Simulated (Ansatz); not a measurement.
# SiHO₂ (doublet): one geometry, many settings

An exercise on one series of results from a longer session: the logs are not shown, and one member is left open.

Method: the settings change from run to run; program: Ansatz 0.2.0, Gaussian basis.

16 further runs of the same task are left out: 3 for a known fault of the program, 4 that didn't finish, 9 set aside as unsound or not needed.

## The geometry

The geometry is a PBE0/def2-TZVP stationary point (not a proven minimum).

4 atoms, charge 0, spin multiplicity 2.

Atoms are counted from 1 here; the program's logs count them from 0.

Bond lengths: O1–Si3 1.627 Å, O1–H4 0.965 Å, O2–Si3 1.525 Å. Angles: Si3–O1–H4 116.9°, O1–Si3–O2 127.5°.

Geometry (Å):

```xyz
4
HO2Si
O     0.0000    0.1999    1.4346
O     0.0000    0.4066   -1.3852
Si    0.0000   -0.3871   -0.0832
H     0.0000    1.1595    1.5318
```

Set-up of the first run:

Contents of in.yaml:

```yaml
crystal:
  periodic: [false, false, false]
  atoms:
    - {symbol: O, position_ang: [0.000000, 0.199858, 1.434628]}
    - {symbol: O, position_ang: [0.000000, 0.406627, -1.385152]}
    - {symbol: Si, position_ang: [0.000000, -0.387106, -0.083158]}
    - {symbol: H, position_ang: [0.000000, 1.159459, 1.531796]}
basis:
  gaussian: {orbitals: cc-pVDZ}
magnetization: {spin_polarized: true, initial_magnetization: 1}
correlation: {method: mp2, electrons: valence}
```

On the command line:

```console
ansatz run in.yaml --threads 1 --pin off --events-out ev --progress --plain --max-ram 2393MiB
```

Among the steps run: MP2 on UHF/cc-pVDZ; BCCD on ROHF/cc-pVDZ; CCSD on UHF/cc-pVDZ; CCSD on ROHF/cc-pVDZ.

One table of the session follows, with a row left open; its other results are not shown here.

```
               level  from UCCSDT(Q) (meV)
  MP2 on UHF/cc-pVDZ                     ?
BCCD on ROHF/cc-pVDZ                 543.5
 CCSD on UHF/cc-pVDZ                 483.3
CCSD on ROHF/cc-pVDZ                 488.8
```

Q: Estimate the row for MP2 on UHF/cc-pVDZ from the others.

**Answer.** from UCCSDT(Q) (meV): 665.2. In the column «from UCCSDT(Q) (meV)» it is the highest.
